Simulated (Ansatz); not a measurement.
Born–Oppenheimer molecular dynamics of BFH₃N (6 atoms, charge 0, multiplicity 1). It goes on from the last frame of an earlier run, with new velocities.

Computed with RKS B3LYP-D4/def2-SVP in Ansatz.

```json
{"ensemble": "NVT, Nosé–Hoover chain", "time step": "1 fs", "steps asked": "250", "set temperature": "1000 K", "thermostat": "time constant 300 fs, chain length 5", "seed": "499064"}
```

First frame:

```xyz
6
Properties=species:S:1:pos:R:3
B 0.008 -0.009 0.093
N 0.001 -0.002 1.474
H -0.904 -0.050 1.959
H 0.821 0.096 2.107
F 1.142 0.136 -0.602
H -1.052 -0.128 -0.542
```

Q: What does the run give?

A: All steps were run.

| Quantity | Value |
| --- | --- |
| steps done | 250 |
| time covered | 250 fs |
| mean temperature over the second half | 593 K |
| spread of the potential energy over the second half | 14.2 meV per atom |
| mean potential energy of the second half above the start | 46.3 meV per atom |

The conserved energy stayed within 4.1 meV per atom of its start (net change 0.68 meV per atom), so there is no drift, though single steps change it by up to 23 meV in the whole system, a sign of fast motions only just resolved. The mean temperature of the second half is 41 % below the set value. A run of 0.25 ps of so small a system gives no equilibrium averages.

Q: What happens to the structure?

A: The same pairs are bonded in the first frame and the last. Pairs count as bonded within 1.25 times the sum of covalent radii (0.12 Å more for H–H). The details hang on the random start.

Q: How do temperature and energy run in time?

A: 
| time (fs) | T (K) | potential energy less start (eV) | conserved less start (meV/atom) |
| --- | --- | --- | --- |
| 0.0 | 1000 | 0.000 | 0.00 |
| 20.0 | 273 | 0.392 | 2.56 |
| 40.0 | 656 | 0.189 | 1.43 |
| 60.0 | 571 | 0.229 | 0.37 |
| 80.0 | 648 | 0.200 | 1.58 |
| 100.0 | 405 | 0.334 | 2.00 |
| 120.0 | 557 | 0.258 | 1.15 |
| 140.0 | 512 | 0.293 | 2.05 |
| 160.0 | 512 | 0.307 | 2.59 |
| 180.0 | 627 | 0.243 | 0.25 |
| 200.0 | 715 | 0.230 | 3.17 |
| 220.0 | 680 | 0.243 | 0.23 |
| 240.0 | 550 | 0.338 | 1.80 |

Run time: 3.2 min on 1 thread of Intel(R) Xeon(R) 6975P-C (Granite Rapids), on a shared host, peak memory 0.12 GiB.
